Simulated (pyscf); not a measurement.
A first-order saddle from PySCF, ωB97X-D3(BJ)/def2-SVP:

```xyz
10

Sn    -1.5552    -1.3686    -0.1683
Ge    -0.5750     0.9606     0.2759
H     -0.3316    -2.3037    -0.8969
H     -2.8876    -1.2187    -1.2152
H     -2.0446    -2.1318     1.2854
H      1.0216     1.5893    -0.4778
H      0.3220     0.9918     1.5428
H     -1.4676     2.2008     0.3191
F     -0.5002     0.9239    -1.8181
H      0.5474     1.3661    -1.2407
```

Surface: singlet, charge 0. Lowest wavenumbers (cm⁻¹): 1169i, 95, 108, 131, 249.

**Question.** What reaction is this the transition state of?

**Answer.** H₃Ge–SnH₃ + HF ⇌ F–GeH₂–SnH₃ + H₂, a four-centre exchange read from left to right: Ge–H, F–H broken and F–Ge, H–H formed. At ωB97M-D3(BJ)/def2-TZVP it lies +1.62 eV from the left side and +1.95 eV from the right (each side as separated species at their lowest minima found). At the saddle there is also a short Ge–H contact that neither side keeps. The same reactants have a lower exit, to F–SnH₂–GeH₃ + H₂ (barrier +1.14 eV at ωB97M-D3(BJ)/def2-TZVP, against +1.62 eV here). One saddle was located; it need not be the lowest between these sides. Elements up to Kr have no core potential and no relativistic terms here. Elements past Kr carry the def2 core potentials, without spin-orbit coupling.
